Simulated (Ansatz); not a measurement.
**Mg (model structure, started from the beta-Sn type, I4₁/amd, No. 141, 2 atoms in the cell): properties by level of theory**

```json
[
 {"level (code)": "PBE (Ansatz)", "lattice parameter a (Å)": "5.823", "lattice parameter c (Å)": "…"},
 {"level (code)": "PBEsol (Ansatz)", "lattice parameter a (Å)": "…", "lattice parameter c (Å)": "3.018"},
 {"level (code)": "PBE-D3(BJ) (Ansatz)", "lattice parameter a (Å)": "5.696", "lattice parameter c (Å)": "2.984"},
 {"level (code)": "r²SCAN (Ansatz)", "lattice parameter a (Å)": "5.757", "lattice parameter c (Å)": "3.017"}
]
```

Question: What belongs in the gaps?

Answer: 
- PBE (Ansatz, a program for electronic structure), lattice parameter c (Å): 3.037
- PBEsol (Ansatz), lattice parameter a (Å): 5.776

Ansatz's density-functional and Hartree–Fock values are scalar-relativistic unless marked +SOC, with PAW data made under PBE.

The computed numbers hold no vibrational or temperature effects.

A model structure was made by putting elements into a prototype or built by hand; it is no filed structure, need not be a known phase, and can be a saddle point held by its symmetry.
